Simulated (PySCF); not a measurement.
## Bond length, frequency and bond energy of Li₂ by level of theory

State: ¹Σg⁺ (singlet), closed shell. Set-up: basis Li def2-TZVP; no relativity; PySCF 2.14. De refers to Li + Li in their ground configurations, without counterpoise correction.

```csv
Level,Re (Å),ωe (cm⁻¹),De (eV),"CPU s a point (SCF and correlation, without the integrals)"
RHF-MP2,2.775,326,0.56,0.023
RHF-SCS-MP2,2.775,324,0.64,n/a
RHF-CCSD,2.746,321,0.83,n/a
RHF-CCSD(T),2.746,320,0.84,0.18
PBE,2.743,328,0.85,0.2
PW91,2.742,328,0.90,0.16
r²SCAN,2.767,329,0.77,0.26
PBE0,2.741,336,0.82,0.39
r²SCAN0,2.755,335,0.80,0.27
B97-3,2.723,340,0.93,0.17
HSE06,2.742,334,0.82,0.33
```

Measured (Huber and Herzberg, Constants of Diatomic Molecules (1979)): Re = 2.6729 Å, ωe = 351.43 cm⁻¹.

The bond length runs from 2.723 Å (B97-3) to 2.775 Å (RHF-SCS-MP2). De spans 0.56 eV (RHF-MP2, perturbation theory) to 0.93 eV (B97-3, global hybrid GGA).

Correlated steps freeze no core orbitals. Closed-shell solutions of metal pairs were not tested for spin polarisation, which can lower them a little. Where the molecule has an RHF reference, its open-shell atoms are computed with UHF.

The whole job (state search and all levels along the bond) took about 0.54 min on 1 thread of Intel Xeon Platinum 8375C @ 2.90GHz (shared host), peak memory 0.34 GiB.
